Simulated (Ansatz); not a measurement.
How far each method lies from UCCSDT(Q) for SiH, doublet

Geometry: that of the SiH⁻, triplet, kept fixed.

```xyz
2

Si    0.0000    0.0000    0.0000
H     0.0000    0.0000    1.5594
```

Basis aug-cc-pVTZ; Ansatz 0.2.0. Correlated methods freeze the noble-gas cores, which leaves 5 electrons in 68 orbitals. Prefix R: restricted or restricted open-shell reference; prefix U: unrestricted. Active spaces: valence = (5e, 5o) chosen from the atoms' valence shells.

Full CI isn't at hand for all of this; UCCSDT(Q) serves as the reference, and is uncertain by the last step of the cluster series or more. The frozen core follows each run's orbitals, which can shift R against U totals by a few meV.

```
UHF ⟨S²⟩                          : 0.782
T1 diagnostic (RCCSD)             : 0.0232
largest doubles amplitude (RCCSD) : 0.061
T1 diagnostic (UCCSD)             : 0.0199
```

```tsv
level	E − E(UCCSDT(Q)) (kJ/mol)	share of correlation (%)	wall time
RHF	302.0	0.00	–
UHF	289.0	4.31	–
RMP2	71.5	76.34	–
UMP2	73.7	75.59	–
RCCSD	11.4	96.22	–
UCCSD	10.9	96.41	–
RCCSD(T)	2.5	99.18	7 s
UCCSD(T)	2.4	99.20	12 s
BCCD(T)	2.5	99.17	2.6 s
RCCSDT	0.3	99.89	–
UCCSDT	0.2	99.92	–
RCCSDT(Q)	0.1	99.98	36 s
CASSCF (valence space)	211.2	30.08	–
NEVPT2 (valence space)	61.4	79.66	1.3 s
MRCISD (valence space)	11.7	96.14	–
MRCISD+Q (valence space)	0.6	99.81	2.1 s
```

The correlation energy at UCCSDT(Q), counted from RHF, is -3.130 eV. That run took 40 s on 1 thread of Arm Neoverse V1, shared host.

Times hold each run's SCF and search for its determinant on a shared host, so for small cases they say little of a method's own cost; they ran on 1 thread of Arm Neoverse V1. Some runs computed forces too.

Natural occupations of CASSCF (valence space) about the gap: 1.978 1.926 1.000 0.068 0.028; effectively unpaired electrons, Σ n²(2−n)², 1.04.
